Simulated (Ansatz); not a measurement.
```yaml
crystal:
  periodic: [false, false, false]
  atoms:
    - {symbol: Al, position_ang: [-2.035454, 0.602719, 0.002580]}
    - {symbol: Ge, position_ang: [0.501424, 0.474189, 0.011067]}
    - {symbol: S, position_ang: [0.690343, -1.593527, -0.026983]}
    - {symbol: H, position_ang: [-3.610946, 0.385978, -0.008265]}
basis:
  gaussian: {orbitals: def2-TZVP}
hamiltonian: {xc: pbe0}
relax: {f_tol: 0.004, max_steps: 80}
```

```sh
$ ansatz run in.yaml --threads 1 --pin off --events-out ev --progress --plain --max-ram 2176MiB
```

Steps of the relaxation (energy above the last step; positions in Å, forces in eV/Å):

```
4
step 1, 1603.3 meV
Al   -2.035    0.603    0.003   -0.374   -0.182   -0.005
Ge    0.501    0.474    0.011    1.420    0.668    0.019
S     0.690   -1.594   -0.027   -0.618   -0.277   -0.008
H    -3.611    0.386   -0.008   -0.428   -0.209   -0.006
```

```
4
step 2, 1344.9 meV
Al   -2.021    0.531    0.001    0.542    0.186    0.006
Ge    0.677    0.559    0.013   -0.023   -0.338   -0.006
S     0.515   -1.560   -0.027   -0.493    0.530    0.008
H    -3.625    0.340   -0.009   -0.026   -0.377   -0.007
```

```
4
step 3, 1134.4 meV
Al   -1.953    0.541    0.002    0.654    0.004    0.003
Ge    0.725    0.588    0.014   -0.236   -0.007   -0.001
S     0.332   -1.504   -0.027   -0.730    0.363    0.004
H    -3.559    0.245   -0.011    0.311   -0.360   -0.005
```

```
4
step 7, 61.9 meV
Al   -1.680    0.380    0.000   -0.563    0.618    0.009
Ge    0.761    0.710    0.017   -0.078    0.228    0.004
S    -0.312   -1.257   -0.025    0.696   -1.034   -0.016
H    -3.224    0.037   -0.013   -0.056    0.187    0.003
```

```
4
step 9, 2.6 meV
Al   -1.694    0.353   -0.001    0.017   -0.101   -0.002
Ge    0.730    0.727    0.017    0.024    0.067    0.001
S    -0.236   -1.310   -0.026   -0.036   -0.013    0.000
H    -3.255    0.100   -0.012   -0.005    0.047    0.001
```

```
4
step 12, 0.0 meV
Al   -1.692    0.319   -0.001    0.000    0.005    0.000
Ge    0.722    0.740    0.017    0.004    0.011    0.000
S    -0.222   -1.319   -0.026   -0.004   -0.014    0.000
H    -3.262    0.129   -0.012    0.000   -0.002    0.000
```

```
4
step 13, 0.0 meV
Al   -1.692    0.319   -0.001    0.000    0.000    0.000
Ge    0.722    0.741    0.017    0.000    0.000    0.000
S    -0.223   -1.320   -0.026    0.000    0.000    0.000
H    -3.261    0.129   -0.012    0.000    0.000    0.000
```

Close pairs at the end: Al1–H4 1.581 Å, Al1–S3 2.201 Å, Ge2–S3 2.267 Å, Al1–Ge2 2.450 Å.

A stationary point of restricted PBE0 after 13 steps (its stability towards spin polarisation wasn't tested); no frequencies were run, so it isn't proven a minimum. 46 s on 1 thread of Intel Xeon Platinum 8488C, shared host.
